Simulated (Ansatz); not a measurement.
Geometry optimisation, UKS BHLYP/cc-pVDZ in Ansatz 0.2.0.

Input:

```yaml
crystal:
  periodic: [false, false, false]
  atoms:
    - { symbol: C, position_ang: [-0.3096, 0.2705, -0.1716] }
    - { symbol: B, position_ang: [0.2346, -1.0985, 0.2259] }
    - { symbol: F, position_ang: [1.5385, -1.19, 0.7618] }
    - { symbol: H, position_ang: [-1.2042, 0.5222, 0.4007] }
    - { symbol: H, position_ang: [0.3884, 1.1054, 0.0032] }
    - { symbol: H, position_ang: [-0.6056, 0.3265, -1.2662] }
magnetization:
  spin_polarized: true
  initial_magnetization: 1
basis:
  gaussian: { orbitals: cc-pVDZ }
hamiltonian:
  xc: { name: BHLYP }
relax:
  f_tol: 0.02
  max_steps: 50
```

Command:

```bash
$ ansatz run input.yaml --threads 1 --pin off --max-ram 2048MiB --backend cpu --events-out ev --progress --plain --runs-dir out
```

Q: Where does it end, and by what steps?

A: The run converged. After 5 steps the energy has fallen by 0.221 eV; F3 moved furthest, 0.06 Å.

| step | energy less start (eV) | largest force component (eV/Å) | accepted |
| --- | --- | --- | --- |
| 0 | 0.0000 | 3.208 | yes |
| 1 | -0.1735 | 1.645 | yes |
| 2 | -0.2147 | 0.623 | yes |
| 3 | -0.2205 | 0.034 | yes |
| 4 | -0.2205 | 0.038 | no |
| 5 | -0.2206 | 0.007 | yes |

```xyz
6
Properties=species:S:1:pos:R:3
C -0.309 0.309 -0.175
B 0.284 -1.072 0.235
F 1.493 -1.222 0.740
H -1.227 0.501 0.391
H 0.398 1.130 -0.006
H -0.598 0.292 -1.232
```

Whether the end is a true minimum wasn't checked by a vibrational analysis.

Run time: 33 s on 1 thread of Intel(R) Xeon(R) Processor @ 2.50GHz (Skylake/Cascade Lake), on a shared host, peak memory 0.15 GiB.
